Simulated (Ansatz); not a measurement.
# C₂H₂B− (SMILES B#C[CH2-]): functionals against CCSD(T) at one geometry

An exercise on one series of results from a longer session: the logs are not shown, and one member is left open.

Program: Ansatz 0.2.0, Gaussian basis. Level of theory: single points in def2-TZVPPD. These are calculated values, not measurements.

Cores are frozen in the correlated methods.

**Starting geometry**

SMILES `B#C[CH2-]`, 5 atoms, charge -1, spin multiplicity 1.

Atoms are counted from 1 here; the program's logs count them from 0.

Bond lengths: B1–C2 1.457 Å, C2–C3 1.325 Å, C3–H4 1.175 Å, C3–H5 1.098 Å. Angles: B1–C2–C3 149.7°, C2–C3–H4 130.7°, C2–C3–H5 120.8°, H4–C3–H5 108.5°.

As a file:

```xyz
5

B    -1.9419   -0.7291    0.4799
C    -0.6910    0.0155    0.4249
C     0.5097    0.1972   -0.1041
H     1.5597   -0.2199    0.2186
H     0.6454    0.8384   -0.9846
```

The first run:

run/in.yaml reads:

```yaml
crystal:
  periodic: [false, false, false]
  atoms:
    - {symbol: B, position_ang: [-1.941900, -0.729100, 0.479900]}
    - {symbol: C, position_ang: [-0.691000, 0.015500, 0.424900]}
    - {symbol: C, position_ang: [0.509700, 0.197200, -0.104100]}
    - {symbol: H, position_ang: [1.559700, -0.219900, 0.218600]}
    - {symbol: H, position_ang: [0.645400, 0.838400, -0.984600]}
basis:
  gaussian: {orbitals: "def2-TZVPPD.json"}
total_charge: -1
correlation: {method: ccsd_t}
output: {forces: true}
```

The basis file named in the input lies beside it (Basis Set Exchange, JSON).

The command line of these runs was not kept.

Among the steps run: CCSD(T)/def2-TZVPPD; PBE0-D4/def2-TZVPPD; wB97M-V/def2-TZVPPD; r2SCAN-D4/def2-TZVPPD; PBE-D4/def2-TZVPPD; r2SCANh-D4/def2-TZVPPD; revPBE-D4/def2-TZVPPD.

One of the session's tables, all rows but one given; the rest of the session is left out.

| method | RMS force component (eV/Å) | angle to CCSD(T) forces (°) |
| --- | --- | --- |
| CCSD(T) | 0.850 | reference |
| PBE0-D4 | 0.727 | 23.5 |
| wB97M-V | 0.785 | 23.4 |
| r2SCAN-D4 | 0.693 | 19.4 |
| PBE-D4 | 0.671 | 14.2 |
| r2SCANh-D4 | ? | ? |
| revPBE-D4 | 0.666 | 11.5 |

Estimate the missing values for r2SCANh-D4.

As computed: RMS force component (eV/Å): 0.717; angle to CCSD(T) forces (°): 23.0. In the column «RMS force component (eV/Å)» it lies between r2SCAN-D4 (0.693) and PBE0-D4 (0.727).
